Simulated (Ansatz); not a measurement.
Barrier from H (doublet) + HF (fluorane, SMILES F) to the saddle point below; all geometries are those of the NHTBH38 set.
```xyz
3

H      0.0000     0.0000     1.1372
F      0.0000     0.0000     0.0000
H      0.0000     0.0000    -1.1372
```
Charge 0, spin multiplicity 2.

Property: barrier height (electronic, no zero-point energy), in kcal/mol. Radicals and triplets start from unrestricted determinants; spin-orbit coupling is neglected. CBS(X,Y): correlation extrapolated as X^-3, Hartree-Fock from the larger set. A bracket is a step between two methods taken in the basis named. The functionals are non-relativistic, so their misses hold any scalar relativity. '+ core + X2C': CCSD(T) terms for core correlation (cc-pwCVTZ) and scalar relativity (cc-pVTZ-DK). For partners of very few electrons the exact lower level stands in for a higher one. The UHF reference of FH2 (saddle point or complex, doublet) is spin-contaminated (<S^2> up to 0.04 over the pure value in the sets run).

Published benchmark value: 42.2 kcal/mol (Zhao et al., NHTBH38), a best estimate, not a measurement.

**Question.** What does PBE/def2-TZVPD (Ansatz, a program for electronic structure) give here, and how do the other levels compare?

**Answer.** PBE gives 27.3 kcal/mol, 14.9 kcal/mol below it. Differences of the others: r2SCAN/def2-TZVPD (Ansatz) -13.0; wB97M-V/def2-TZVPD (Ansatz) -5.0; CCSD(T)/CBS(aug-cc-pVTZ,aug-cc-pVQZ) + core + X2C (Ansatz) -0.3; CCSD(T)/CBS(aug-cc-pVTZ,aug-cc-pVQZ) + [CCSDT(Q) - CCSD(T)]/aug-cc-pVTZ + [CCSDTQ - CCSDT(Q)]/aug-cc-pVDZ + core + X2C (Ansatz) -0.5 kcal/mol. Nearer than PBE: r2SCAN/def2-TZVPD, wB97M-V/def2-TZVPD, CCSD(T)/CBS(aug-cc-pVTZ,aug-cc-pVQZ) + core + X2C, CCSD(T)/CBS(aug-cc-pVTZ,aug-cc-pVQZ) + [CCSDT(Q) - CCSD(T)]/aug-cc-pVTZ + [CCSDTQ - CCSDT(Q)]/aug-cc-pVDZ + core + X2C.
